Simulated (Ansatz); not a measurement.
## PH2 (SMILES [PH2]): where methods fail along a bond

PH2: 3 atoms, total charge 0, spin state doublet. SMILES: `[PH2]`. Geometry: relaxed at PBE0-D4/def2-TZVP.

```jsonl
{"atom": "P", "x (Å)": "0.5257", "y (Å)": "-0.3094", "z (Å)": "0.2582"}
{"atom": "H", "x (Å)": "0.1146", "y (Å)": "1.0515", "z (Å)": "0.1767"}
{"atom": "H", "x (Å)": "-0.6404", "y (Å)": "-0.7421", "z (Å)": "-0.4350"}
```

The P1–H3 distance is scanned; the parts on either side stay rigid. Basis 3-21G, 5 core orbitals frozen in the correlated methods; program Ansatz 0.2.0. FCI is exact within this basis and core. Energies in eV from each method's value at 1.424 Å; open shells run as named. The shape above is that at 1.424 Å.

| distance (Å) | UHF | USVWN5 | UPBE | UB3LYP | UCCSD | UCCSD(T) | FCI |
| --- | --- | --- | --- | --- | --- | --- | --- |
| 1.424 | 0.00 | 0.00 | 0.00 | 0.00 | 0.00 | 0.00 | 0.00 |
| 1.780 | 0.68 | 0.47 | 0.49 | 0.56 | 0.47 | 0.46 | 0.46 |
| 2.136 | 1.45 | 1.50 | 1.50 | 1.62 | 1.34 | 1.32 | 1.31 |
| 2.848 | 1.84 | 3.08 | 2.86 | 2.88 | 2.38 | 2.36 | 2.33 |
| 3.560 | 1.90 | 3.49 | 3.10 | 3.12 | 2.54 | 2.55 | 2.54 |

Departure from the FCI curve at its largest: UHF -0.64 eV at 3.56 Å; USVWN5 +0.95 eV at 3.56 Å; UPBE +0.57 eV at 3.56 Å; UB3LYP +0.59 eV at 3.56 Å; UCCSD +0.04 eV at 2.85 Å; UCCSD(T) +0.03 eV at 2.85 Å. For the functionals part of the departure is owed to the small basis.
